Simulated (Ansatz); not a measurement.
Results of r²SCAN0 in Ansatz (plane waves, PAW) for zinc-blende HgTe.

Numerical settings: plane-wave cutoff 520 eV, 8×8×8 k mesh, Fermi–Dirac smearing 0.01 eV, scalar-relativistic PAW data made under PBE.

Pressure at four volumes; x = ln(V/34.661 Å³). One pressure is withheld.

| V (Å³/atom) | x | P (GPa) |
|---|---|---|
| 32.894 | -0.0523 | 2.62 |
| 34.661 | 0.0000 | -0.04 |
| 35.491 | 0.0237 | -1.04 |
| 36.356 | 0.0477 | ? |

**Question.** Pass a parabola P(x) through the three rows shown, estimate the bulk modulus and its pressure derivative near zero pressure, and predict the withheld pressure.

**Answer.** Slopes between the rows: (-0.04 − (2.62))/(0.0000 − (-0.0523)) = -50.86 and (-1.04 − (-0.04))/(0.0237 − (0.0000)) = -42.19 GPa. Their difference over the span 0.0760 is c = 8.67/0.0760 = 114.1 GPa, so P(x) = 2.62 + (-50.86)(x − (-0.0523)) + 114.1 (x − (-0.0523))(x − (0.0000)). At the middle row B = −dP/dx = −[-50.86 + 114.1 × 0.0523] = 44.9 GPa, and B′ = dB/dP = 2c/B = 5.1. At x = 0.0477 the parabola gives -1.92 GPa; the run gives -1.94 GPa. The Birch–Murnaghan fit to the energies at all volumes has B0 = 44.9 GPa and B′ = 5.0.

Measured, for comparison: bulk modulus 42.3 GPa (temperature not stated, not corrected to a static lattice; as tabulated in Toher et al. (2017), arXiv:1611.05714). Computed (rounded) less measured: bulk modulus +6 %. A static lattice is as a rule a little smaller and stiffer than an uncorrected measurement, which narrows the difference in the bulk modulus and would widen misses of the other sign.

Spin–orbit coupling is not included; it can shift volumes and moduli of such heavy elements.

Ansatz is a quantum-chemistry and plane-wave program.
